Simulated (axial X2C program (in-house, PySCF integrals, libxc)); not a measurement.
# Worked dissociation energy of MgO: PBE0, with spin–orbit coupling

All values were computed with an axial X2C code built on PySCF integrals. Two-component (2c) means X2C with spin–orbit coupling and atomic mean-field two-electron Coulomb and Gaunt terms. Basis: Mg dyall-cv3z [9s8p6d3f], O dyall-av3z [7s6p3d2f] (cores contracted in-house); Gaussian nuclei, density fitting, unrestricted open shells. Masses: Mg 23.985 u, O 15.995 u.

Molecular state: Ω = 2 (⟨Sz⟩ = 1.00, ⟨Lz⟩ = 1.00 at PBE0).

```
E(Mg) (2M_J = 0) : -200.259834 hartree
E(O) (2M_J = 2)  : -75.071371 hartree
E(MgO) at Re     : -275.414976 hartree
ωe               : 638.8 cm⁻¹
ωexe             : 4.49 cm⁻¹
```

**Question.** Work out De and D0.

**Answer.** De = -200.259834 + (-75.071371) − (-275.414976) = 0.08377 hartree = 2.280 eV. The zero-point energy is ωe/2 − ωexe/4 = 318 cm⁻¹ = 0.039 eV, so D0 = 2.240 eV.

The state is a single determinant with fixed occupations, the lowest that a limited PBE0 search found. Dissociation energies refer to the lowest single-determinant-based atoms at the same level and basis. Density functionals use the spin component along the axis (collinear). In 2c an atomic determinant is not the ground J level, so De misses part of the atomic spin–orbit lowering. This holds for PBE0. Other states lie close and PBE0, whose exact exchange favours high spin, may order them wrongly; the determinant shown need not be the ground state. The nearest other spin-free determinant of the search, M_S = 0, Λ = 1, lies 0.05 eV up at the distance of the search. Without a current term, density functionals place determinants with orbital angular momentum somewhat too high. With several unpaired electrons one determinant need not be a pure state. A state of lower Ω lies just above, and one determinant can place such states too high, so the state shown need not be the lowest. The search has Ω = 1 only 0.05 eV up. Open-shell Ω = 0 determinants with evenly filled partner blocks cannot be reached by this program, so the Ω shown need not be the lowest component.

Each atomic determinant is the lowest at this level and need not be a pure J level. Totals compare only within one Hamiltonian and basis.
